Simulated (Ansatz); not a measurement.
# Si2H3+ (singlet): from Hartree-Fock to the top rungs, cc-pVDZ

Aim: climb from Hartree-Fock through coupled cluster for Si2H3+ (singlet) at one geometry and basis, and see what each rung misses.

The runs use Ansatz 0.2.0, Gaussian basis; cc-pVDZ, core rule «outside noble gas», up to 10 orbitals frozen.

The runs, in order: UHF; CCSD(T) on RHF; CCSD(T) on UHF; BCCD(T) on RHF; CISD; CCSDT(Q) on RHF; CCSDT(Q) on UHF.

17 further runs of the same task are left out: 1 for a known fault of the program, 7 that didn't finish, 9 set aside as unsound or not needed.

## (1) The system

The geometry is a PBE0/def2-TZVP stationary point (not a proven minimum) of the parent state, kept for this charge and spin.

5 atoms, charge 1, spin multiplicity 1.

Atoms are counted from 1 here; the program's logs count them from 0.

Bond lengths: Si1–Si2 2.282 Å, Si1–H3 1.492 Å, Si1–H4 1.491 Å, Si2–H5 1.528 Å. Angles: Si2–Si1–H3 129.4°, Si2–Si1–H4 123.7°, H3–Si1–H4 106.9°, Si1–Si2–H5 86.8°.

As a file:

```xyz
5
charge 1, multiplicity 1
Si    0.0000    0.0235    1.0897
Si    0.0000   -0.0769   -1.1897
H     0.0000    1.2166    1.9857
H     0.0000   -1.1800    1.9697
H     0.0000    1.4507   -1.1705
```

## (2) UHF

The input, in.yaml:

```yaml
crystal:
  periodic: [false, false, false]
  atoms:
    - {symbol: Si, position_ang: [0.000000, 0.023519, 1.089742]}
    - {symbol: Si, position_ang: [0.000000, -0.076896, -1.189690]}
    - {symbol: H, position_ang: [0.000000, 1.216633, 1.985750]}
    - {symbol: H, position_ang: [0.000000, -1.180037, 1.969732]}
    - {symbol: H, position_ang: [0.000000, 1.450716, -1.170505]}
basis:
  gaussian: {orbitals: cc-pVDZ}
total_charge: 1
magnetization: {spin_polarized: true, initial_magnetization: 0}
hamiltonian: {xc: hf}
output: {orbitals: {seedname: orbitals}}
```

On the command line:

```console
ansatz run in.yaml --threads 1 --pin off --events-out ev --progress --plain --max-ram 2393MiB
```

Further steps of the session: CCSD(T) on RHF; CCSD(T) on UHF; BCCD(T) on RHF; CISD; CCSDT(Q) on RHF; CCSDT(Q) on UHF.

**Question.** What will the summary of the whole plan be? Wanted: RCCSDT(Q) below the RHF energy; RMP2 from RCCSDT(Q); UMP2 from RCCSDT(Q); RCCSD from RCCSDT(Q); RCCSD(T) from RCCSDT(Q); UCCSD(T) from RCCSDT(Q); UCCSDT(Q) from RCCSDT(Q); T1 diagnostic.

The runs gave:

```
                         quantity                                         value
   RCCSDT(Q) below the RHF energy                                    -5.5928 eV
              RMP2 from RCCSDT(Q)                                   +1396.7 meV
              UMP2 from RCCSDT(Q)                                   +1461.3 meV
             RCCSD from RCCSDT(Q)                                    +179.2 meV
          RCCSD(T) from RCCSDT(Q)                                     +41.1 meV
          UCCSD(T) from RCCSDT(Q)                                     +61.1 meV
         UCCSDT(Q) from RCCSDT(Q)                                      +1.6 meV
levels within 1 kcal/mol (43 meV)  RCCSD(T), BCCD(T), RCCSDT, UCCSDT, UCCSDT(Q)
                    T1 diagnostic                                         0.014
```

RCCSD(T) misses by +41.1 meV, 0.7 % of the correlation energy. CCSD(T) misses by +41.1 meV on the restricted determinant and by +61.1 meV on the unrestricted one; the two need not hold the same state or core. These misses are within one basis, not against nature.
